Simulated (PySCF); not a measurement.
Working out the electron affinity of B

B⁻ [He] 2s2 2p2 (3P) → B [He] 2s2 2p1 (2P). Calculation: PySCF 2.14, in dyall-acv3z (15s9p4d2f, 76 functions); the spin-free X2C one-electron Hamiltonian (Gaussian nucleus). Frozen: nothing; the 5 highest virtual orbitals dropped. Energies in hartree (1 hartree = 27.21139 eV):

```
             part  B⁻ (lower)   B (upper)
              UHF  -24.528613  -24.539841
MP2 opposite-spin   -0.093355   -0.085290
    MP2 same-spin   -0.016377   -0.005627
```

Q: What does Hartree-Fock give?

A: (-24.539841) − (-24.528613) = -0.011228 hartree = -0.306 eV.

Q: What do MP2 and SCS-MP2 (6/5 opposite-spin, 1/3 same-spin) give?

A: The opposite-spin parts differ by 0.219 eV and the same-spin parts by 0.293 eV. MP2: -0.306 + (0.219) + (0.293) = 0.206 eV. SCS-MP2: -0.306 + 1.2 × (0.219) + (0.293)/3 = 0.054 eV.

A first-order spin-orbit estimate adds -0.001 eV to MP2 (valence and next inner shell), giving 0.205 eV against 0.280 eV (measured; photodetachment measurements, as compiled on the Wikipedia data page of electron affinities).

What remains against the reference includes basis incompleteness and correlation beyond second order.
